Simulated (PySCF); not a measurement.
# C4H7F: NMR shifts and spin-spin couplings

Aim: predict the NMR shifts and spin-spin couplings of C4H7F (`C=C(C)CF`).

The runs use PySCF 2.14.0, with density-fitted response routines of our own; the level of theory stands in each step. All values are computed, except where a source is named. Atoms count from 0, in the outputs and in this text.

## 1. The molecule as given

12 atoms, charge 0, multiplicity 1; geometry from: GFN2-xTB.

Bonds of the start (Å): C0–C1 1.32, C1–C2 1.50, C1–C3 1.50, C3–F4 1.37, C0–H5 1.08, C0–H6 1.08, C2–H7 1.09, C2–H8 1.09, C2–H9 1.09, C3–H10 1.10, C3–H11 1.10.

## 2. NMR shieldings: PBE0/pcSseg-1

The job: settings as JSON, then the geometry in Å.

```
{"job": {"kind": "nmr", "xc": "PBE0", "basis": "pcSseg-1"}, "charge": 0, "multiplicity": 1}
C      0.215935     1.381940    -0.645314
C      0.058147     0.189564    -0.097463
C      1.158547    -0.818391     0.037537
C     -1.261749    -0.279517     0.450585
F     -2.252389     0.659454     0.321454
H     -0.600193     2.078478    -0.724097
H      1.166651     1.703491    -1.033468
H      1.318872    -1.068099     1.085988
H      0.899206    -1.737118    -0.487937
H      2.084414    -0.428131    -0.374740
H     -1.606319    -1.176488    -0.079912
H     -1.179923    -0.505869     1.521340
```

Level: GIAO PBE0/pcSseg-1 NMR shielding, non-relativistic, gas phase.

**Question.** This job is followed by: B3LYP/pcJ-1 indirect spin-spin coupling, non-relativistic, gas phase. Predict these results of the whole session: ¹³C shifts against TMS (PBE0/pcSseg-1); ¹H shifts against TMS (PBE0/pcSseg-1, means over atoms taken as alike); ¹⁹F shifts against CFCl3 (PBE0/pcSseg-1); largest coupling of the table (B3LYP/pcJ-1).

The runs gave:

| quantity | value |
| --- | --- |
| ¹³C shifts against TMS (PBE0/pcSseg-1) | 148.8, 114.8, 88.5, 20.6 ppm |
| ¹H shifts against TMS (PBE0/pcSseg-1, means over atoms taken as alike) | 5.53, 5.38, 5.08, 1.73 ppm |
| ¹⁹F shifts against CFCl3 (PBE0/pcSseg-1) | -255.2 ppm |
| largest coupling of the table (B3LYP/pcJ-1) | ¹J(C,F) C3–F4, -231.0 Hz |

What this shows: The most deshielded carbon is C1 (fully substituted alkene carbon), at 148.8 ppm: as expected for a trigonal carbon in a double bond. At PBE0/pcSseg-1: The largest span, 232 ppm, is at C1, where the paramagnetic term is -225 ppm. In the run at B3LYP/pcJ-1, the largest coupling of the table is C3–F4, -231.0 Hz, of which the Fermi-contact term gives -278.4 Hz. Couplings across rotatable bonds belong to this one conformer; where others are populated, the observed values are averages.
